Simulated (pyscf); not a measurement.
HO–PH–GeH₃ (SMILES O[PH][GeH3]) + H₂ (SMILES [H][H]) -> H₂P–GeH₃ (SMILES [PH2][GeH3]) + H₂O (SMILES O), a four-centre exchange (singlet surface; O–P, H–H broken, H–P, H–O formed). Single points on ωB97X-D3(BJ)/def2-SVP structures (PySCF, gas phase). Energies in eV from the separated reactants.

Small-basis levels: PySCF, no dispersion term, spherical d functions. GFN2-xTB: tblite. Cost: rough CPU time at the saddle relative to B3LYP/6-31G*+LANL2DZ, from one job on a shared machine.

```
level                   barrier  reaction energy        cost
----------------------  -------  ---------------  ----------
MP2/6-31G*+LANL2DZ         2.96            -0.31         0.1
PBE/6-31G*+LANL2DZ         2.13            -0.34           1
B3LYP/3-21G                2.11            -0.21         1.0
B3LYP/LANL2DZ              2.28            -0.78         0.8
B3LYP/6-31G*+LANL2DZ       2.52            -0.37           1
M06-2X/6-31G*+LANL2DZ      2.54            -0.36           2
GFN2-xTB                   2.22            +0.16  under 0.02
ωB97M-D3(BJ)/def2-TZVP     2.43            -0.45           –
```

Against the last row the barrier runs from -0.32 (B3LYP/3-21G) to +0.53 eV (MP2/6-31G*+LANL2DZ). ωB97M-D3(BJ)/def2-TZVP has limits of its own. HO–PH–GeH₃ lies 0.49 eV over its isomer HO–GeH₂–PH₂ (electronic energy, ωB97M-D3(BJ)/def2-TZVP). One saddle was located; it need not be the lowest between these sides. In the def2 sets elements up to Kr have no core potential.
